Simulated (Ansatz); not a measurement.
Results of PBE in Ansatz (PAW) for graphite.

Numerical settings: plane-wave cutoff 520 eV, 24×24×8 k mesh (along the axes of the cell as run), Fermi–Dirac smearing 0.05 eV, scalar-relativistic PAW data made under PBE.

Cell (relaxed at this level):

```
CELL_PARAMETERS angstrom
      1.23326    -2.13608     0.00000
      1.23326     2.13608     0.00000
      0.00000     0.00000     8.71810
ATOMIC_POSITIONS crystal
  C  0.00000 0.00000 0.25000
  C  0.00000 0.00000 0.75000
  C  0.33333 0.66667 0.25000
  C  0.66667 0.33333 0.75000
```

**Question.** What does this level give for the bulk modulus?

**Answer.** 
- bulk modulus: 1.52 GPa

The run finds no gap.

Measured, for comparison: bulk modulus 33.8 ± 0.3 GPa (room temperature, not corrected to a static lattice, our sources range from 33.8 to 35.8; as tabulated in Ouyang et al. (2019), arXiv:1912.06187). Computed (rounded) less measured: bulk modulus -96 % (-96 % over the range).

Note: for a layered or molecular solid the relaxed cell lies over 5 % above the published volume, where the minimum can be shallow; the cell comes from a level without a dispersion term, which matters for the spacing of layers, chains or molecules; the bulk modulus comes from volumes at which shape and atoms were relaxed.

Computed values are for the static lattice.

Cost on a shared machine: roughly 2.8 core-minutes.

Ansatz is a program for electronic structure.
